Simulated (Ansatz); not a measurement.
# C2H6FN: rigid scan of one bond length from a Python script

How does the energy of C2H6FN change as one bond is stretched? Aim: a rigid scan of one bond length, for C2H6FN, run from a script.

Computed with Ansatz 0.2.0 through its Python package. Level of theory: B3LYP+D4/def2-SVP.

## 1. The structure

Bond lengths: C1–N2 1.398 Å, N2–C3 1.446 Å, C3–F4 1.289 Å, C1–H5 1.135 Å, C1–H6 1.083 Å, C1–H7 1.142 Å, N2–H8 1.042 Å, C3–H9 1.125 Å, C3–H10 1.122 Å. Angles (14 of 15 angles, heavy atoms first): C1–N2–C3 108.5°, N2–C3–F4 109.7°, C1–N2–H8 111.2°, C3–N2–H8 107.2°, N2–C1–H5 113.3°, N2–C1–H6 116.3°, N2–C1–H7 109.3°, N2–C3–H9 111.2°, N2–C3–H10 108.8°, F4–C3–H9 114.9°, F4–C3–H10 106.6°, H5–C1–H6 108.5°, H5–C1–H7 104.1°, H6–C1–H7 104.2°.

The script holds or builds the structure itself.

## 2. The script

run_scan.py reads:

```python
"""Potential curve of C2H6FN along one bond."""

from dataclasses import dataclass
import warnings

import ansatz as az
from ase import Atoms
import numpy as np


@dataclass(frozen=True)
class Settings:
    basis_set: str = "def2-SVP"
    functional: str = "b3lyp"
    vdw: str = "d4"


cfg = Settings()

warnings.simplefilter("ignore", az.DeckWarning)

atoms = Atoms(["C", "N", "C", "F", "H", "H", "H", "H", "H", "H"], positions=[
    [-0.6895, 0.8629, 0.2825],
    [0.6052, 0.4312, -0.0202],
    [0.6124, -1.0148, -0.0409],
    [-0.0327, -1.4384, -1.0728],
    [-1.4595, 0.5535, -0.492],
    [-1.0655, 0.6022, 1.2636],
    [-0.7205, 2.0044, 0.2645],
    [0.898, 0.7541, -0.9661],
    [0.2646, -1.4375, 0.9415],
    [1.6706, -1.3688, -0.157],
])
mol = az.Crystal.molecule_from_ase(atoms)

symbols = [site.symbol for site in mol.cartesian_sites]
start = np.array([site.position_ang for site in mol.cartesian_sites])
axis = (start[9] - start[2]) / np.linalg.norm(start[9] - start[2])
moving = [9]
lengths, energies = [0.95, 1.03, 1.12, 1.23, 1.4, 1.68, 2.02, 2.47], []
for length in lengths:
    xyz = start.copy()
    xyz[moving] += (length - np.linalg.norm(start[9] - start[2])) * axis
    point = az.Crystal.molecule()
    for symbol, xyz in zip(symbols, xyz):
        point = point.atom(symbol, xyz.tolist())
    calculation = (
        point.calculation()
        .basis(gaussian=cfg.basis_set)
        .functional(cfg.functional, dispersion=cfg.vdw)
        .spin("collinear")
    )
    r = calculation.run().report
    energies.append(r["free_energy_ev"])
    print(f"r = {length:6.3f} A  E = {energies[-1]:.5f} eV  <S^2> = {abs(r['mean_field']['state']['spin_squared']):.3f}")

print("energy above the lowest point (eV):", [round(e - min(energies), 3) for e in energies])
```

## 3. What the engine is handed

The package turns the script's settings into the engine's input (first run):

```yaml
crystal:
  periodic: [false, false, false]
  atoms:
    - { symbol: C, position_ang: [-0.6895, 0.8629, 0.2825] }
    - { symbol: "N", position_ang: [0.6052, 0.4312, -0.0202] }
    - { symbol: C, position_ang: [0.6124, -1.0148, -0.0409] }
    - { symbol: F, position_ang: [-0.0327, -1.4384, -1.0728] }
    - { symbol: H, position_ang: [-1.4595, 0.5535, -0.492] }
    - { symbol: H, position_ang: [-1.0655, 0.6022, 1.2636] }
    - { symbol: H, position_ang: [-0.7205, 2.0044, 0.2645] }
    - { symbol: H, position_ang: [0.898, 0.7541, -0.9661] }
    - { symbol: H, position_ang: [0.2646, -1.4375, 0.9415] }
    - { symbol: H, position_ang: [1.5084877219172528, -1.314568525381504, -0.1392139146802051] }
basis:
  gaussian:
    orbitals: def2-SVP
hamiltonian:
  xc: b3lyp
  dispersion: d4
magnetization:
  spin_polarized: true
```

## 4. Launch

Run with:

```bash
$ python run_scan.py
```

Log:

```text
r =  0.950 A  E = -6372.89023 eV  <S^2> = 0.000
r =  1.030 A  E = -6373.32678 eV  <S^2> = 0.000
r =  1.120 A  E = -6373.44562 eV  <S^2> = 0.000
r =  1.230 A  E = -6373.27777 eV  <S^2> = 0.000
r =  1.400 A  E = -6372.70725 eV  <S^2> = 0.000
r =  1.680 A  E = -6371.55714 eV  <S^2> = 0.000
r =  2.020 A  E = -6370.30620 eV  <S^2> = 0.000
r =  2.470 A  E = -6369.41323 eV  <S^2> = 0.635
energy above the lowest point (eV): [0.555, 0.119, 0.0, 0.168, 0.738, 1.888, 3.139, 4.032]
```

Wall time 21 s (1 thread of Intel Xeon 6975P-C (Granite Rapids), shared host); peak memory 0.35 GiB.

## 5. Inputs of later runs

The engine's inputs for some of the other runs:

Run 2, against run 1:

```diff
@@ -13 +13 @@
-    - { symbol: H, position_ang: [1.5084877219172528, -1.314568525381504, -0.1392139146802051] }
+    - { symbol: H, position_ang: [1.5839477406050215, -1.3398121906767886, -0.1474929811795908] }
```

Run 4, against run 1:

```diff
@@ -13 +13 @@
-    - { symbol: H, position_ang: [1.5084877219172528, -1.314568525381504, -0.1392139146802051] }
+    - { symbol: H, position_ang: [1.7725977873244432, -1.4029213539149998, -0.16819064742805503] }
```

Run 6, against run 1:

```diff
@@ -13 +13 @@
-    - { symbol: H, position_ang: [1.5084877219172528, -1.314568525381504, -0.1392139146802051] }
+    - { symbol: H, position_ang: [2.197060392443142, -1.5449169712009754, -0.21476039648709958] }
```

Lines on the test bed's own set-up are left out of the output.

## 6. What each run gave

From the records of these 8 runs:

```csv
run,distance (Å),energy from run 3 (eV),<S²>,SCF cycles,CPU time (s)
1,0.95,0.5554,0.00,16,1.8
2,1.03,0.1188,0.00,16,1.9
3,1.12,0.0000,0.00,16,1.7
4,1.23,0.1678,0.00,15,2
5,1.40,0.7384,0.00,15,1.6
6,1.68,1.8885,0.00,17,1.9
7,2.02,3.1394,0.00,28,4.4
8,2.47,4.0324,0.63,52,5
```

## 7. What came out

| quantity | value |
| --- | --- |
| runs compared | 8 |
| range of energy | 4.032 eV |
| lowest point, distance (Å) | 1.12 |

In words: The lowest point, at 1.12, lies inside the range. The ends stand 0.555 and 4.03 eV above it. The distance scanned is the script's pair 2, 9. <S²> moves from 0.00 to 0.63: along the scan the mean field breaks spin symmetry. The rest of the molecule is held rigid at a force-field or estimated start geometry, and the basis set is modest; single-reference methods fail as a bond breaks. b3lyp holds the VWN-RPA fit, as in Gaussian; the form of ORCA and Turbomole is b3lyp5.
